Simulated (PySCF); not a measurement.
PySCF input (BP86/def2-TZVPD):

```python
from pyscf import gto, scf, dft

mol = gto.M(
    atom='''
    C    -0.00000000   -0.00000000   -0.16050164
    H     0.00000000    0.00000000    0.96300985
    ''',
    basis='def2-tzvpd',
    charge=0,
    spin=1,
    symmetry='C2v',
    verbose=4,
)

mf = dft.UKS(mol, xc='bp86').density_fit(auxbasis='def2-universal-jkfit')
mf.grids.level = 3
mf.conv_tol = 1e-9
mf.max_cycle = 100
mf.max_memory = 1500
mf.kernel()
if not mf.converged:
    mf = mf.newton()
    mf.kernel(mf.make_rdm1())
mf.analyze()
```

Output:

```
PySCF version 2.14.0

[INPUT] verbose = 4
[INPUT] num. atoms = 2
[INPUT] num. electrons = 7
[INPUT] charge = 0
[INPUT] spin (= nelec alpha-beta = 2S) = 1
[INPUT] symmetry C2v subgroup None
[INPUT] Mole.unit = angstrom
[INPUT] Symbol           X                Y                Z      unit          X                Y                Z       unit  Magmom
[INPUT]  1 C      0.000000000000   0.000000000000  -0.160501640000 AA    0.000000000000   0.000000000000  -0.303304142144 Bohr   0.0
[INPUT]  2 H      0.000000000000   0.000000000000   0.963009850000 AA    0.000000000000   0.000000000000   1.819824871758 Bohr   0.0

nuclear repulsion = 2.82601761867162
point group symmetry = Coov, use subgroup C2v
symmetry origin: [0.00000000e+00 0.00000000e+00 2.69960873e-09]
symmetry axis x: [1. 0. 0.]
symmetry axis y: [0. 1. 0.]
symmetry axis z: [0. 0. 1.]
num. orbitals of irrep A1 = 22
num. orbitals of irrep A2 = 4
num. orbitals of irrep B1 = 10
num. orbitals of irrep B2 = 10
number of shells = 18
number of NR pGTOs = 63
number of NR cGTOs = 46
basis = def2-tzvpd
ecp = {}

******** <class 'pyscf.df.df_jk.DFSymAdaptedUKS'> ********
method = DFSymAdaptedUKS
initial guess = minao
damping factor = 0
level_shift factor = 0
DIIS = <class 'pyscf.scf.diis.CDIIS'>
diis_start_cycle = 1
diis_space = 8
diis_damp = 0
SCF conv_tol = 1e-09
SCF conv_tol_grad = None
SCF max_cycles = 100
direct_scf = False
number electrons alpha = 4  beta = 3
XC library pyscf.dft.libxc version 7.1.2
    S. Lehtola, C. Steigemann, M. J. T. Oliveira, and M. A. L. Marques,  SoftwareX 7, 1–5 (2018)
XC functionals = bp86
    A. D. Becke,  Phys. Rev. A 38, 3098 (1988)
    J. P. Perdew,  Phys. Rev. B 33, 8822 (1986)
    J. P. Perdew,  Phys. Rev. B 34, 7406–7406 (1986)
radial grids:
    Treutler-Ahlrichs [JCP 102, 346 (1995); DOI:10.1063/1.469408] (M4) radial grids

becke partition: Becke, JCP 88, 2547 (1988); DOI:10.1063/1.454033
pruning grids: <function nwchem_prune>
grids dens level: 3
symmetrized grids: C2v
atomic radii adjust function: <function treutler_atomic_radii_adjust>
small_rho_cutoff = 0
Freeze 0 electrons in irreps []
    7 free electrons in irreps A1 A2 B1 B2
Set gradient conv threshold to 3.16228e-05
tot grids = 23928
init E= -38.3988821040427
alpha HOMO (B1) = -0.170401961459948  LUMO (B2) = -0.170401961459948
beta  HOMO (A1) = -0.285197981087052  LUMO (B2) = -0.170401961459948

WARN: HOMO -0.170401961459948 >= LUMO -0.170401961459948

WARN: alpha-B1 HOMO -0.170401961459948 > system LUMO -0.170401961459948

cycle= 1 E= -38.4811556827796  delta_E= -0.0823  |g|= 0.0932  |ddm|= 0.64
alpha HOMO (B1) = -0.23270621382159  LUMO (B2) = -0.212405936306104
beta  HOMO (A1) = -0.27489271689808  LUMO (B2) = -0.192411608649766
  HOMO = -0.232706213822  LUMO = -0.212405936306  gap/eV = 0.55240
cycle= 2 E= -38.4854210151027  delta_E= -0.00427  |g|= 0.041  |ddm|= 0.132
alpha HOMO (B1) = -0.214004410595524  LUMO (B2) = -0.192508343622471
beta  HOMO (A1) = -0.262796109992614  LUMO (B2) = -0.173386674526598
  HOMO = -0.214004410596  LUMO = -0.192508343622  gap/eV = 0.58494
cycle= 3 E= -38.4861847571617  delta_E= -0.000764  |g|= 0.0159  |ddm|= 0.0434
alpha HOMO (B1) = -0.221229876375458  LUMO (B2) = -0.198597067048922
beta  HOMO (A1) = -0.26980680203491  LUMO (B2) = -0.179752120750472
  HOMO = -0.221229876375  LUMO = -0.198597067049  gap/eV = 0.61587
cycle= 4 E= -38.4863309990525  delta_E= -0.000146  |g|= 0.00522  |ddm|= 0.0174
alpha HOMO (B1) = -0.220516181903678  LUMO (B2) = -0.197641031692673
beta  HOMO (A1) = -0.268433072780539  LUMO (B2) = -0.178799765329482
  HOMO = -0.220516181904  LUMO = -0.197641031693  gap/eV = 0.62246
cycle= 5 E= -38.4863501149258  delta_E= -1.91e-05  |g|= 0.000411  |ddm|= 0.00507
alpha HOMO (B1) = -0.220369760670184  LUMO (B2) = -0.19745844724554
beta  HOMO (A1) = -0.268216812021844  LUMO (B2) = -0.178608171524606
  HOMO = -0.22036976067  LUMO = -0.197458447246  gap/eV = 0.62345
cycle= 6 E= -38.4863502400977  delta_E= -1.25e-07  |g|= 4.82e-05  |ddm|= 0.000716
alpha HOMO (B1) = -0.220379468239701  LUMO (B2) = -0.197472347234547
beta  HOMO (A1) = -0.268230468086674  LUMO (B2) = -0.178616367846684
  HOMO = -0.22037946824  LUMO = -0.197472347235  gap/eV = 0.62333
cycle= 7 E= -38.4863502425223  delta_E= -2.42e-09  |g|= 1.17e-05  |ddm|= 0.000112
alpha HOMO (B1) = -0.220379936070241  LUMO (B2) = -0.197473229724846
beta  HOMO (A1) = -0.268229428907208  LUMO (B2) = -0.178615666351922
  HOMO = -0.22037993607  LUMO = -0.197473229725  gap/eV = 0.62332
cycle= 8 E= -38.486350242691  delta_E= -1.69e-10  |g|= 2.09e-06  |ddm|= 2.54e-05
alpha HOMO (B1) = -0.220379397784589  LUMO (B2) = -0.19747263186592
beta  HOMO (A1) = -0.268228816315577  LUMO (B2) = -0.178615029352687
  HOMO = -0.220379397785  LUMO = -0.197472631866  gap/eV = 0.62332
Extra cycle  E= -38.4863502426949  delta_E= -3.99e-12  |g|= 1.54e-06  |ddm|= 4.89e-06
converged SCF energy = -38.4863502426949  <S^2> = 0.75284326  2S+1 = 2.0028412
**** SCF Summaries ****
Total Energy =                         -38.486350242694947
Nuclear Repulsion Energy =               2.826017618671617
One-electron Energy =                  -56.633816978230044
Two-electron Energy =                   15.321449116863485
Two-electron Coulomb Energy =           20.937505847546621
DFT Exchange-Correlation Energy =       -5.616056730683136
HOMO-LUMO gap [eV] =                     0.623324849882694
Wave-function symmetry = B1
alpha occupancy for each irrep:     A1   A2   B1   B2
                                     3    0    1    0
beta  occupancy for each irrep:     A1   A2   B1   B2
                                     3    0    0    0
**** MO energy ****
alpha MO #1 (A1 #1), energy= -10.0129527073196 occ= 1
alpha MO #2 (A1 #2), energy= -0.594349109505089 occ= 1
alpha MO #3 (A1 #3), energy= -0.284787781506235 occ= 1
alpha MO #4 (B1 #1), energy= -0.220379397784589 occ= 1
alpha MO #5 (B2 #1), energy= -0.19747263186592 occ= 0
alpha MO #6 (A1 #4), energy= 0.00721035610331455 occ= 0
alpha MO #7 (A1 #5), energy= 0.0844906429211072 occ= 0
alpha MO #8 (B1 #2), energy= 0.143196752125647 occ= 0
alpha MO #9 (B2 #2), energy= 0.15217147369343 occ= 0
alpha MO #10 (A1 #6), energy= 0.166508766082043 occ= 0
alpha MO #11 (A2 #1), energy= 0.186486401465946 occ= 0
alpha MO #12 (A1 #7), energy= 0.193140483543811 occ= 0
alpha MO #13 (B1 #3), energy= 0.19401117814056 occ= 0
alpha MO #14 (B2 #3), energy= 0.200547268160443 occ= 0
alpha MO #15 (A1 #8), energy= 0.22134434520159 occ= 0
alpha MO #16 (B1 #4), energy= 0.345653409324991 occ= 0
alpha MO #17 (A1 #9), energy= 0.351157941102656 occ= 0
alpha MO #18 (B2 #4), energy= 0.35722139929781 occ= 0
alpha MO #19 (A1 #10), energy= 0.39544190511759 occ= 0
alpha MO #20 (A1 #11), energy= 0.629010707519051 occ= 0
alpha MO #21 (B1 #5), energy= 0.752677212071289 occ= 0
alpha MO #22 (B2 #5), energy= 0.757065050671348 occ= 0
alpha MO #23 (A2 #2), energy= 0.774043329335866 occ= 0
alpha MO #24 (A1 #12), energy= 0.782942923882384 occ= 0
alpha MO #25 (A1 #13), energy= 0.891744370543361 occ= 0
alpha MO #26 (B1 #6), energy= 1.30748576904523 occ= 0
alpha MO #27 (B2 #6), energy= 1.33306219026135 occ= 0
alpha MO #28 (A1 #14), energy= 1.41827120381095 occ= 0
alpha MO #29 (A1 #15), energy= 1.6010402971007 occ= 0
alpha MO #30 (B1 #7), energy= 1.76670214820849 occ= 0
alpha MO #31 (B2 #7), energy= 1.77012392912219 occ= 0
alpha MO #32 (A1 #16), energy= 2.15467863918021 occ= 0
alpha MO #33 (A1 #17), energy= 2.46710827921425 occ= 0
alpha MO #34 (A2 #3), energy= 2.5558490391696 occ= 0
alpha MO #35 (B1 #8), energy= 2.55812297140226 occ= 0
alpha MO #36 (B2 #8), energy= 2.5622046659705 occ= 0
alpha MO #37 (A1 #18), energy= 2.56277936980011 occ= 0
alpha MO #38 (B1 #9), energy= 2.92482296150508 occ= 0
alpha MO #39 (A2 #4), energy= 2.9353441204632 occ= 0
alpha MO #40 (B2 #9), energy= 2.94175503381862 occ= 0
alpha MO #41 (A1 #19), energy= 2.95189257359074 occ= 0
alpha MO #42 (B1 #10), energy= 3.03488415610612 occ= 0
alpha MO #43 (B2 #10), energy= 3.04293404562774 occ= 0
alpha MO #44 (A1 #20), energy= 3.29727090733998 occ= 0
alpha MO #45 (A1 #21), energy= 4.08839036088422 occ= 0
alpha MO #46 (A1 #22), energy= 21.3083807964316 occ= 0
beta  MO #1 (A1 #1), energy= -9.99939563376121 occ= 1
beta  MO #2 (A1 #2), energy= -0.559144082664186 occ= 1
beta  MO #3 (A1 #3), energy= -0.268228816315577 occ= 1
beta  MO #4 (B2 #1), energy= -0.178615029352687 occ= 0
beta  MO #5 (B1 #1), energy= -0.126073445402994 occ= 0
beta  MO #6 (A1 #4), energy= 0.0138160214834251 occ= 0
beta  MO #7 (A1 #5), energy= 0.0888150786198345 occ= 0
beta  MO #8 (B2 #2), energy= 0.154861380834554 occ= 0
beta  MO #9 (B1 #2), energy= 0.162967110177065 occ= 0
beta  MO #10 (A1 #6), energy= 0.172534195864898 occ= 0
beta  MO #11 (B2 #3), energy= 0.20269866089547 occ= 0
beta  MO #12 (A2 #1), energy= 0.204553347310448 occ= 0
beta  MO #13 (A1 #7), energy= 0.205657326943459 occ= 0
beta  MO #14 (B1 #3), energy= 0.215820595138401 occ= 0
beta  MO #15 (A1 #8), energy= 0.228701690178639 occ= 0
beta  MO #16 (A1 #9), energy= 0.362334839608266 occ= 0
beta  MO #17 (B2 #4), energy= 0.363204844621045 occ= 0
beta  MO #18 (B1 #4), energy= 0.37428493803322 occ= 0
beta  MO #19 (A1 #10), energy= 0.407632235396555 occ= 0
beta  MO #20 (A1 #11), energy= 0.638379232612124 occ= 0
beta  MO #21 (B2 #5), energy= 0.760731668881578 occ= 0
beta  MO #22 (B1 #5), energy= 0.788766545813976 occ= 0
beta  MO #23 (A1 #12), energy= 0.821907487590835 occ= 0
beta  MO #24 (A2 #2), energy= 0.824449378584933 occ= 0
beta  MO #25 (A1 #13), energy= 0.909456844004001 occ= 0
beta  MO #26 (B2 #6), energy= 1.3466094877267 occ= 0
beta  MO #27 (B1 #6), energy= 1.3878241838809 occ= 0
beta  MO #28 (A1 #14), energy= 1.44564263707282 occ= 0
beta  MO #29 (A1 #15), energy= 1.62690715685421 occ= 0
beta  MO #30 (B2 #7), energy= 1.77350879149825 occ= 0
beta  MO #31 (B1 #7), energy= 1.79631072917712 occ= 0
beta  MO #32 (A1 #16), energy= 2.16470394450428 occ= 0
beta  MO #33 (A1 #17), energy= 2.47742399992018 occ= 0
beta  MO #34 (A2 #3), energy= 2.6012578705219 occ= 0
beta  MO #35 (A1 #18), energy= 2.601477044744 occ= 0
beta  MO #36 (B2 #8), energy= 2.63014460271285 occ= 0
beta  MO #37 (B1 #8), energy= 2.63067127077592 occ= 0
beta  MO #38 (B2 #9), energy= 2.94648160011678 occ= 0
beta  MO #39 (B1 #9), energy= 2.9932232473179 occ= 0
beta  MO #40 (A1 #19), energy= 3.02439031962125 occ= 0
beta  MO #41 (A2 #4), energy= 3.02616373717774 occ= 0
beta  MO #42 (B2 #10), energy= 3.04805548875194 occ= 0
beta  MO #43 (B1 #10), energy= 3.08745172351777 occ= 0
beta  MO #44 (A1 #20), energy= 3.32022198498055 occ= 0
beta  MO #45 (A1 #21), energy= 4.11174694668694 occ= 0
beta  MO #46 (A1 #22), energy= 21.328704146191 occ= 0
 ** Mulliken pop alpha/beta on meta-lowdin orthogonal AOs **
 ** Mulliken pop       alpha | beta **
pop of  0 C 1s        0.99994 | 0.99995
pop of  0 C 2s        0.90229 | 0.88341
pop of  0 C 3s        0.00571 | 0.00678
pop of  0 C 4s        0.00017 | 0.00018
pop of  0 C 5s        0.00001 | 0.00001
pop of  0 C 6s        0.00001 | 0.00001
pop of  0 C 2px       0.98838 | 0.00000
pop of  0 C 2py       0.00000 | 0.00000
pop of  0 C 2pz       0.65523 | 0.65081
pop of  0 C 3px       0.00438 | 0.00000
pop of  0 C 3py       0.00000 | 0.00000
pop of  0 C 3pz       0.00114 | 0.00194
pop of  0 C 4px       0.00085 | 0.00000
pop of  0 C 4py       0.00000 | 0.00000
pop of  0 C 4pz       0.00076 | 0.00086
pop of  0 C 3dxy      0.00000 | 0.00000
pop of  0 C 3dyz      0.00000 | 0.00000
pop of  0 C 3dz^2     0.00353 | 0.00300
pop of  0 C 3dxz      0.00207 | 0.00000
pop of  0 C 3dx2-y2    0.00006 | 0.00070
pop of  0 C 4dxy      0.00000 | 0.00000
pop of  0 C 4dyz      0.00000 | 0.00000
pop of  0 C 4dz^2     0.00011 | 0.00012
pop of  0 C 4dxz      0.00019 | 0.00000
pop of  0 C 4dx2-y2    0.00000 | 0.00000
pop of  0 C 5dxy      0.00000 | 0.00000
pop of  0 C 5dyz      0.00000 | 0.00000
pop of  0 C 5dz^2     0.00010 | 0.00011
pop of  0 C 5dxz      0.00000 | 0.00000
pop of  0 C 5dx2-y2    0.00000 | 0.00000
pop of  0 C 4f-3      0.00000 | 0.00000
pop of  0 C 4f-2      0.00000 | 0.00000
pop of  0 C 4f-1      0.00000 | 0.00000
pop of  0 C 4f+0      0.00019 | 0.00028
pop of  0 C 4f+1      0.00001 | 0.00000
pop of  0 C 4f+2      0.00000 | 0.00004
pop of  0 C 4f+3      0.00000 | 0.00000
pop of  1 H 1s        0.42360 | 0.44406
pop of  1 H 2s        0.00431 | 0.00448
pop of  1 H 3s        0.00128 | 0.00119
pop of  1 H 2px       0.00305 | 0.00000
pop of  1 H 2py       0.00000 | 0.00000
pop of  1 H 2pz       0.00045 | 0.00078
pop of  1 H 3px       0.00107 | 0.00000
pop of  1 H 3py       0.00000 | 0.00000
pop of  1 H 3pz       0.00111 | 0.00129
In total             4.00000 | 3.00000
 ** Mulliken atomic charges   ( Nelec_alpha | Nelec_beta ) **
charge of  0C =     -0.11334  (     3.56513      2.54820 )
charge of  1H =      0.11334  (     0.43487      0.45180 )
Dipole moment(X, Y, Z, Debye):  0.00000,  0.00000,  1.41294
```
